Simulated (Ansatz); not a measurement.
An Ansatz input:

```yaml
crystal:
  lattice:
    - [-2.3789385306, 2.3789385306, 2.3789385306]
    - [2.3789385306, -2.3789385306, 2.3789385306]
    - [2.3789385306, 2.3789385306, -2.3789385306]
  atoms:
    - { symbol: Ba, position: [0.0, 0.0, 0.0] }
hamiltonian:
  xc: lda
  pseudopotentials:
    kind: paw
    azcp:
      Ba: "pseudopotentials/Ba.paw.azcp"
basis:
  ecutwfc: 420
  fft_grid_basis: typed
kpoints:
  mp_grid: { grid: [9, 9, 9], shift: [0, 0, 0] }
magnetization:
  spin_polarized: false
scf:
  occupations: { method: fermi_dirac, width: 0.1 }
  lower_state_search: "off"
output:
  stress: true
```

Terminal output

```
Warning: the record states the generating functional pbe (its physics header spells it `PBE`), which answers neither for hamiltonian.xc's functional nor for the lda family's — results may be inconsistent (PPs are generated against a specific XC)
Engine: ansatz 0.2.0, aarch64-unknown-linux-gnu
Pseudopotentials: kind: paw
Pseudopotential: Ba, paw, valence charge 10, recommended cutoff 420 eV (normal) 
Functional definition: SPW92
  exchange = slater_x
  correlation = pw_c
Crystal: 1 atoms, lattice volume = 53.853 Å³
Basis set: ecut = 420 eV, 1055 PW (Γ)
Bands: 9, of which v1, the nominal top of the filled ones, is band 5 counted from 1 (4 counted from 0)
Symmetry: 48 space group operations
Space group: Im-3m (ITA 229), of the structure as read, at distance tolerance 3.8e-5 Å
k-points: 35 of 729
Non-local potential: Ba, projectors of the file, l = 0: 3, l = 1: 2, l = 2: 2, l = 3: 2
PAW form: soft (Blöchl's): semilocal exchange-correlation on the pseudo side does not see the compensation charge
PAW frozen core: Ba, regenerated for the run's functional, and the local potential with it (the file was generated under x = pbe(κ = 0.804, μ = 0.2195149727645171), c = pbe(β = 0.06672455060314922))
PAW one-centre angular grid: Ba, 194 points (default); XC on 64 Gauss nodes
Initial density: superposition of atomic densities (neutral atoms: chi_scale 0, normalization atom), corrected by the library's trained network
Initial wavefunctions: pseudopotential atomic-orbital guess
Functional: x = slater, c = lda
SCF iter   1: F=—  HF=-5779.602047 eV  |F-HF|=—  |Δ(HF+E_count)|=         —  Δρ=3.42e-3  dr2=3.31e-3  ethr=1.77e-3  ⟨swp⟩=7.5  Hψ=3084  notcnv=0
SCF iter   2: F=—  HF=-5779.601532 eV  |F-HF|=—  |Δ(HF+E_count)|=   5.16e-4  Δρ=1.89e-3  dr2=1.10e-3  ethr=3.31e-5  ⟨swp⟩=2.1  Hψ=716  notcnv=0
SCF iter   3: F=—  HF=-5779.601435 eV  |F-HF|=—  |Δ(HF+E_count)|=   9.69e-5  Δρ=2.83e-4  dr2=4.35e-5  ethr=1.10e-5  ⟨swp⟩=1.9  Hψ=474  notcnv=0
SCF iter   4: F=—  HF=-5779.601444 eV  |F-HF|=—  |Δ(HF+E_count)|=   9.16e-6  Δρ=5.55e-5  dr2=1.78e-6  ethr=4.35e-7  ⟨swp⟩=1.3  Hψ=331  notcnv=0
iter 5 did not close the SCF: its close was put off for the readings that it lacked (scf_convergence_deferred on its scf_iter line)
SCF iter   5: F=-5779.601445 eV  HF=-5779.601445 eV  |F-HF|=6.77e-9  |Δ(HF+E_count)|=   6.46e-7  Δρ=6.97e-6  dr2=2.57e-8  ethr=1.78e-8  ⟨swp⟩=2.4  Hψ=472  notcnv=0
SCF iter   6: F=-5779.601445 eV  HF=-5779.601445 eV  |F-HF|=1.33e-9  |Δ(HF+E_count)|=   1.67e-9  Δρ=1.55e-6  dr2=2.37e-9  ethr=2.57e-10  ⟨swp⟩=2.9  Hψ=1155  notcnv=0
SCF 1 converged in 6 iterations: F = -5779.601445 eV  dr2 = 2.37e-9
SCF converged after 6 iterations
Free energy (F): -5779.601445 eV
Harris-Foulkes:  -5779.601445 eV  (|F-HF|=1.33e-9)
Internal energy: -5779.559305 eV  (E = F + TS)
E sigma→0 (E₀):  -5779.580375 eV
Entropy (-TS):   -0.042139 eV (-42.139 meV/atom)
Fermi energy:    6.871944 eV
--- Per-component energies (eV) ---
  E_band       = -72.597335
  E_kinetic    = 167.642344
  E_local      = -339.847822  (includes V_loc(G=0)·N_el)
  E_nonlocal   = 60.437311
  E_hartree    = 106.119966
  E_xc         = -165.695350
  E_vxc        = -134.345353  (∫ρ·V_xc dr)
  E_paw        = -5057.793922  (= ΣΔE_a)
  E_vpaw       = -38.722890  (= ΣTr[D̂ρ^β])
  E_aug_tail   = -0.000002  (compensation charges beyond the density's cutoff)
  E_ewald      = -550.704346
  E_core_change = 0.282516  (= ΣΔE_core)
  E_smearing   = -0.042139  (= −TS)
  E_closure    = 0.000000  (closes the sum)
  Σ components = -5779.601445   (vs F -5779.601445, Δ=0.00e0)
--- Stress (GPa, compression-positive) ---
       -0.018143      -0.000000       0.000000
        0.000000      -0.018143      -0.000000
       -0.000000       0.000000      -0.018143
  P = ⅓ Tr σ = -0.0181 GPa (-0.181 kbar)
```

Command:

```sh
ansatz run input.yaml --threads 2 --pin off --max-ram 5120MiB --backend cpu --events-out ev --progress --plain --runs-dir out
```

On 2 threads of Arm Neoverse V1 (shared host) this took about 0.74 s of wall time and 1.3 s of CPU time, with 0.28 GiB at the peak.
